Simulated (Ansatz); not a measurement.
This geometry of CH₂O₃ (6 atoms, charge 0, multiplicity 1) is a first-order saddle point.

All numbers below come from RKS PBE0-D4/cc-pVDZ in Ansatz 0.2.0.

```xyz
6
Properties=species:S:1:pos:R:3
O -0.800 -0.593 0.581
C 0.020 0.112 -0.096
O 1.300 -0.139 -0.218
O -0.552 1.097 -0.645
H 1.490 -0.940 0.293
H -1.415 0.399 0.039
```

Question: Which two structures does it join? (They come from a converged band through this point; their orientation in space is the band's.)

Answer: Bonds broken: O4–H6. Bonds formed: O1–H6.

First end point:

```xyz
6
Properties=species:S:1:pos:R:3
O -0.648 -0.875 0.743
C -0.049 -0.085 0.057
O 1.256 -0.126 -0.217
O -0.582 0.975 -0.554
H 1.587 -0.909 0.248
H -1.522 0.956 -0.323
```

Last end point:

```xyz
6
Properties=species:S:1:pos:R:3
O -0.792 -0.432 0.469
C 0.089 0.304 -0.244
O 1.311 -0.222 -0.164
O -0.182 1.290 -0.865
H 1.264 -1.012 0.395
H -1.649 0.008 0.363
```

Question: How far does it lie above each of them?

Answer: 1.54 eV above the first and 1.45 eV above the second. This is the barrier of this one path; another mechanism may lie lower. The orbitals stay closed-shell, which can raise the energy where a bond breaks towards radicals; this wasn't checked here.

The run took 63 s on 1 thread of Arm Neoverse V1, with other jobs on the host, peak memory 0.12 GiB.
